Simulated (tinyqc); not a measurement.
Inside a calculation. Method: UHF in the sto-3g basis, for BH, spin multiplicity 3. This run ends on a higher stationary point, not on the lowest solution. Computed by tinyqc, a small Python program that keeps every step (integrals from PySCF). Settings: charge = 0, multiplicity = 3, basis = sto-3g, energy threshold = 1e-10, iteration cap = 71, orthogonalisation = symmetric, start = core, DIIS depth = 6, damping = 0.2, method = UHF. Command: `OMP_NUM_THREADS=1 python tinyqc.py 23023 23024 out.jsonl` (the two numbers bound the seeds that draw the settings). One thread of a shared host (Intel(R) Xeon(R) Processor @ 2.60GHz), about 0.1 s of CPU time with the checks.

Geometry (angstrom):

| atom | x | y | z |
|---|---|---|---|
| B | 0.00000 | 0.00000 | 0.00000 |
| H | 0.00000 | 0.00000 | 1.10800 |

Stop when the energy changes by less than 1e-10 hartree and every element of the error matrix X^T (F D S - S D F) X (for each spin) is below 3e-06.

Course of the cycle:

| iteration | E (hartree) | change | largest element of the error matrix |
|---|---|---|---|
| 1 | -24.1088377 | - | 3.17e-01 |
| 2 | -24.4579455 | -3.49e-01 | 1.28e-01 |
| 3 | -24.5563010 | -9.84e-02 | 4.35e-02 |
| 4 | -24.5826312 | -2.63e-02 | 2.13e-02 |
| 5 | -24.5901350 | -7.50e-03 | 7.19e-03 |
| 6 | -24.5928739 | -2.74e-03 | 1.78e-03 |
| 7 | -24.5935221 | -6.48e-04 | 3.58e-04 |
| 8 | -24.5936582 | -1.36e-04 | 7.07e-05 |
| 9 | -24.5936856 | -2.75e-05 | 1.42e-05 |
| 10 | -24.5936912 | -5.51e-06 | 2.84e-06 |
| 11 | -24.5936923 | -1.10e-06 | 5.67e-07 |
| 12 | -24.5936925 | -2.20e-07 | 1.14e-07 |
| 13 | -24.5936925 | -4.41e-08 | 2.27e-08 |
| 14 | -24.5936925 | -8.82e-09 | 4.54e-09 |
| 15 | -24.5936925 | -1.76e-09 | 9.08e-10 |
| 16 | -24.5936925 | -3.53e-10 | 1.81e-10 |
| 17 | -24.5936925 | -7.06e-11 | 3.62e-11 |

Can the last value be used, and what does the course show?

No, though the log alone does not show it. Converged in 17 iterations. But the solution lies 0.15620 hartree above the reference: it is another stationary point, not the lowest one. Reruns (cap 100 unless said): DIIS 8: converged in 9 to a higher stationary point; damping 0.5: converged in 59 to a higher stationary point; level shift 0.5: converged in 49 to a higher stationary point; atomic densities as start, DIIS 8: converged in 9. PySCF UHF in the same basis, after a stability check = -24.7498901 hartree.
